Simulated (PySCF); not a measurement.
PySCF input (TPSSh/def2-TZVPD):

```python
from pyscf import gto, scf, dft

mol = gto.M(
    atom='''
    Si   -0.00000000   -0.00000000   -0.55023231
    O     0.00000000    0.00000000    0.96290654
    ''',
    basis='def2-tzvpd',
    charge=0,
    spin=0,
    verbose=4,
)

mf = dft.RKS(mol, xc='tpssh').density_fit(auxbasis='def2-universal-jkfit')
mf.grids.level = 3
mf.conv_tol = 1e-9
mf.max_cycle = 100
mf.max_memory = 1500
mf.kernel()
if not mf.converged:
    mf = mf.newton()
    mf.kernel(mf.make_rdm1())
mf.analyze()
```

Output:

```
PySCF version 2.14.0

[INPUT] verbose = 4
[INPUT] num. atoms = 2
[INPUT] num. electrons = 22
[INPUT] charge = 0
[INPUT] spin (= nelec alpha-beta = 2S) = 0
[INPUT] symmetry False subgroup None
[INPUT] Mole.unit = angstrom
[INPUT] Symbol           X                Y                Z      unit          X                Y                Z       unit  Magmom
[INPUT]  1 Si     0.000000000000   0.000000000000  -0.550232310000 AA    0.000000000000   0.000000000000  -1.039788370787 Bohr   0.0
[INPUT]  2 O      0.000000000000   0.000000000000   0.962906540000 AA    0.000000000000   0.000000000000   1.819629644153 Bohr   0.0

nuclear repulsion = 39.1688096720536
number of shells = 29
number of NR pGTOs = 124
number of NR cGTOs = 83
basis = def2-tzvpd
ecp = {}

******** <class 'pyscf.df.df_jk.DFRKS'> ********
method = DFRKS
initial guess = minao
damping factor = 0
level_shift factor = 0
DIIS = <class 'pyscf.scf.diis.CDIIS'>
diis_start_cycle = 1
diis_space = 8
diis_damp = 0
SCF conv_tol = 1e-09
SCF conv_tol_grad = None
SCF max_cycles = 100
direct_scf = False
XC library pyscf.dft.libxc version 7.1.2
    S. Lehtola, C. Steigemann, M. J. T. Oliveira, and M. A. L. Marques,  SoftwareX 7, 1–5 (2018)
XC functionals = tpssh
    V. N. Staroverov, G. E. Scuseria, J. Tao, and J. P. Perdew,  J. Chem. Phys. 119, 12129 (2003)
radial grids:
    Treutler-Ahlrichs [JCP 102, 346 (1995); DOI:10.1063/1.469408] (M4) radial grids

becke partition: Becke, JCP 88, 2547 (1988); DOI:10.1063/1.454033
pruning grids: <function nwchem_prune>
grids dens level: 3
symmetrized grids: False
atomic radii adjust function: <function treutler_atomic_radii_adjust>
small_rho_cutoff = 0
Set gradient conv threshold to 3.16228e-05
Initial guess from minao.
tot grids = 33264
******** <class 'pyscf.df.df.DF'> ********
auxbasis = def2-universal-jkfit
init E= -364.786295114061
  HOMO = -0.312560852479855  LUMO = -0.0997730711084597  gap/eV = 5.79025
cycle= 1 E= -364.513211323281  delta_E= 0.273  |g|=  1.1  |ddm|= 1.27
  HOMO = -0.0736066454026911  LUMO = 0.00775179274778803  gap/eV = 2.21388
cycle= 2 E= -359.922909782814  delta_E= 4.59  |g|=  3.6  |ddm|= 2.77
  HOMO = -0.29221345207273  LUMO = -0.0854861046237992  gap/eV = 5.62534
cycle= 3 E= -364.76360878386  delta_E= -4.84  |g|= 0.156  |ddm|= 2.52
  HOMO = -0.29809771765667  LUMO = -0.0959813432998291  gap/eV = 5.49987
cycle= 4 E= -364.771575418244  delta_E= -0.00797  |g|= 0.0959  |ddm|= 0.293
  HOMO = -0.296240921161209  LUMO = -0.0906143349385871  gap/eV = 5.59538
cycle= 5 E= -364.773887633038  delta_E= -0.00231  |g|= 0.0402  |ddm|= 0.0668
  HOMO = -0.298110863294219  LUMO = -0.0911242526552106  gap/eV = 5.63239
cycle= 6 E= -364.774195573617  delta_E= -0.000308  |g|= 0.0142  |ddm|= 0.0153
  HOMO = -0.298574549243449  LUMO = -0.0911435632094699  gap/eV = 5.64448
cycle= 7 E= -364.774237862967  delta_E= -4.23e-05  |g|= 0.00253  |ddm|= 0.00643
  HOMO = -0.298554164191268  LUMO = -0.0910497852229162  gap/eV = 5.64648
cycle= 8 E= -364.774239253958  delta_E= -1.39e-06  |g|= 0.000113  |ddm|= 0.00153
  HOMO = -0.298580105087071  LUMO = -0.0910746878909619  gap/eV = 5.64651
cycle= 9 E= -364.774239256791  delta_E= -2.83e-09  |g|= 3.59e-05  |ddm|= 0.000158
  HOMO = -0.298577930341495  LUMO = -0.0910735910936961  gap/eV = 5.64648
cycle= 10 E= -364.774239257016  delta_E= -2.25e-10  |g|= 6.31e-06  |ddm|= 3.8e-05
  HOMO = -0.298576561718495  LUMO = -0.0910732365025757  gap/eV = 5.64645
Extra cycle  E= -364.774239256935  delta_E= 8.06e-11  |g|= 2.09e-05  |ddm|= 1.46e-05
converged SCF energy = -364.774239256935
**** SCF Summaries ****
Total Energy =                        -364.774239256935459
Nuclear Repulsion Energy =              39.168809672053570
One-electron Energy =                 -582.974186060914349
Two-electron Energy =                  179.031137131925362
Two-electron Coulomb Energy =          208.501215583521031
DFT Exchange-Correlation Energy =      -29.470078451595668
HOMO-LUMO gap [eV] =                     5.646453082883978
**** MO energy ****
MO #1   energy= -66.0179666672569  occ= 2
MO #2   energy= -19.0443810301508  occ= 2
MO #3   energy= -5.24847597399632  occ= 2
MO #4   energy= -3.59753891631957  occ= 2
MO #5   energy= -3.59753891631955  occ= 2
MO #6   energy= -3.59007735177684  occ= 2
MO #7   energy= -0.923389381739938 occ= 2
MO #8   energy= -0.42261397216717  occ= 2
MO #9   energy= -0.320226644989571 occ= 2
MO #10  energy= -0.32022664498956  occ= 2
MO #11  energy= -0.298576561718495 occ= 2
MO #12  energy= -0.0910732365025757 occ= 0
MO #13  energy= -0.0910732365025141 occ= 0
MO #14  energy= 0.00395495030212667 occ= 0
MO #15  energy= 0.0226875602273781 occ= 0
MO #16  energy= 0.0827404941833551 occ= 0
MO #17  energy= 0.0827405794614784 occ= 0
MO #18  energy= 0.0895242114224133 occ= 0
MO #19  energy= 0.0911473566298244 occ= 0
MO #20  energy= 0.0911473566298454 occ= 0
MO #21  energy= 0.120677029754749  occ= 0
MO #22  energy= 0.120677029754762  occ= 0
MO #23  energy= 0.160652241721473  occ= 0
MO #24  energy= 0.235948283831768  occ= 0
MO #25  energy= 0.269765214976314  occ= 0
MO #26  energy= 0.269765214976352  occ= 0
MO #27  energy= 0.277577673054797  occ= 0
MO #28  energy= 0.295462726780681  occ= 0
MO #29  energy= 0.295463255168412  occ= 0
MO #30  energy= 0.367963146873824  occ= 0
MO #31  energy= 0.367963146873833  occ= 0
MO #32  energy= 0.389133703245627  occ= 0
MO #33  energy= 0.435355495623934  occ= 0
MO #34  energy= 0.435355526987687  occ= 0
MO #35  energy= 0.52429530989704   occ= 0
MO #36  energy= 0.524295309897062  occ= 0
MO #37  energy= 0.615180895359164  occ= 0
MO #38  energy= 0.62250880446059   occ= 0
MO #39  energy= 0.740415572329713  occ= 0
MO #40  energy= 0.740415572329759  occ= 0
MO #41  energy= 0.814441815484031  occ= 0
MO #42  energy= 0.943943349912159  occ= 0
MO #43  energy= 0.982407863645333  occ= 0
MO #44  energy= 0.982407863645347  occ= 0
MO #45  energy= 1.02019945221956   occ= 0
MO #46  energy= 1.02019945221963   occ= 0
MO #47  energy= 1.02898805366535   occ= 0
MO #48  energy= 1.02899079464875   occ= 0
MO #49  energy= 1.09807441720355   occ= 0
MO #50  energy= 1.09807608929635   occ= 0
MO #51  energy= 1.13532638074296   occ= 0
MO #52  energy= 1.19819216288293   occ= 0
MO #53  energy= 1.19819216288297   occ= 0
MO #54  energy= 1.43341172178952   occ= 0
MO #55  energy= 1.47599240154264   occ= 0
MO #56  energy= 1.47599240154269   occ= 0
MO #57  energy= 1.63749667066394   occ= 0
MO #58  energy= 1.7587318954015    occ= 0
MO #59  energy= 1.75873227893468   occ= 0
MO #60  energy= 2.10128897800131   occ= 0
MO #61  energy= 2.10128897800132   occ= 0
MO #62  energy= 2.31702996936671   occ= 0
MO #63  energy= 2.79002450442716   occ= 0
MO #64  energy= 2.79002450442725   occ= 0
MO #65  energy= 3.03750785939446   occ= 0
MO #66  energy= 3.73279867327975   occ= 0
MO #67  energy= 5.18434662828007   occ= 0
MO #68  energy= 5.18434662828007   occ= 0
MO #69  energy= 5.24840202189687   occ= 0
MO #70  energy= 5.24840653124237   occ= 0
MO #71  energy= 5.3273549469522    occ= 0
MO #72  energy= 5.32735494695226   occ= 0
MO #73  energy= 5.47361067852665   occ= 0
MO #74  energy= 6.10896381226193   occ= 0
MO #75  energy= 6.10896381226197   occ= 0
MO #76  energy= 6.40280154802095   occ= 0
MO #77  energy= 6.40286859215095   occ= 0
MO #78  energy= 6.50665093800537   occ= 0
MO #79  energy= 6.63870670606816   occ= 0
MO #80  energy= 6.63870670606819   occ= 0
MO #81  energy= 6.95124303318831   occ= 0
MO #82  energy= 10.7399077123145   occ= 0
MO #83  energy= 43.6513245538566   occ= 0
 ** Mulliken pop on meta-lowdin orthogonal AOs  **
 ** Mulliken pop  **
pop of  0 Si 1s           1.99999
pop of  0 Si 2s           1.99973
pop of  0 Si 3s           1.74194
pop of  0 Si 4s           0.01546
pop of  0 Si 5s           0.00065
pop of  0 Si 6s           0.00015
pop of  0 Si 2px          1.99984
pop of  0 Si 2py          1.99984
pop of  0 Si 2pz          1.99990
pop of  0 Si 3px          0.40806
pop of  0 Si 3py          0.40806
pop of  0 Si 3pz          0.70031
pop of  0 Si 4px          0.00367
pop of  0 Si 4py          0.00367
pop of  0 Si 4pz          0.00817
pop of  0 Si 5px          0.00008
pop of  0 Si 5py          0.00008
pop of  0 Si 5pz          0.00215
pop of  0 Si 6px          0.00001
pop of  0 Si 6py          0.00001
pop of  0 Si 6pz          0.00031
pop of  0 Si 3dxy         0.00000
pop of  0 Si 3dyz         0.01399
pop of  0 Si 3dz^2        0.00483
pop of  0 Si 3dxz         0.01399
pop of  0 Si 3dx2-y2      0.00000
pop of  0 Si 4dxy         0.00000
pop of  0 Si 4dyz         0.00091
pop of  0 Si 4dz^2        0.00103
pop of  0 Si 4dxz         0.00091
pop of  0 Si 4dx2-y2      0.00000
pop of  0 Si 5dxy         0.00000
pop of  0 Si 5dyz         0.00033
pop of  0 Si 5dz^2        0.00076
pop of  0 Si 5dxz         0.00033
pop of  0 Si 5dx2-y2      0.00000
pop of  0 Si 4f-3         0.00000
pop of  0 Si 4f-2         0.00000
pop of  0 Si 4f-1         0.00032
pop of  0 Si 4f+0         0.00016
pop of  0 Si 4f+1         0.00032
pop of  0 Si 4f+2         0.00000
pop of  0 Si 4f+3         0.00000
pop of  1 O 1s            1.99997
pop of  1 O 2s            1.76162
pop of  1 O 3s            0.00475
pop of  1 O 4s            0.00359
pop of  1 O 5s            0.00187
pop of  1 O 6s            0.00037
pop of  1 O 2px           1.56498
pop of  1 O 2py           1.56498
pop of  1 O 2pz           1.73664
pop of  1 O 3px           0.00042
pop of  1 O 3py           0.00042
pop of  1 O 3pz           0.00092
pop of  1 O 4px           0.00096
pop of  1 O 4py           0.00096
pop of  1 O 4pz           0.00173
pop of  1 O 5px           0.00077
pop of  1 O 5py           0.00077
pop of  1 O 5pz           0.00043
pop of  1 O 3dxy          0.00000
pop of  1 O 3dyz          0.00469
pop of  1 O 3dz^2         0.00999
pop of  1 O 3dxz          0.00469
pop of  1 O 3dx2-y2       0.00000
pop of  1 O 4dxy          0.00000
pop of  1 O 4dyz          0.00064
pop of  1 O 4dz^2         0.00197
pop of  1 O 4dxz          0.00064
pop of  1 O 4dx2-y2       0.00000
pop of  1 O 5dxy          0.00000
pop of  1 O 5dyz          0.00011
pop of  1 O 5dz^2         0.00011
pop of  1 O 5dxz          0.00011
pop of  1 O 5dx2-y2       0.00000
pop of  1 O 4f-3          0.00000
pop of  1 O 4f-2          0.00000
pop of  1 O 4f-1          0.00022
pop of  1 O 4f+0          0.00050
pop of  1 O 4f+1          0.00022
pop of  1 O 4f+2          0.00000
pop of  1 O 4f+3          0.00000
 ** Mulliken atomic charges  **
charge of    0Si =      0.67002
charge of    1O =     -0.67002
Dipole moment(X, Y, Z, Debye):  0.00000, -0.00000, -2.97797
```
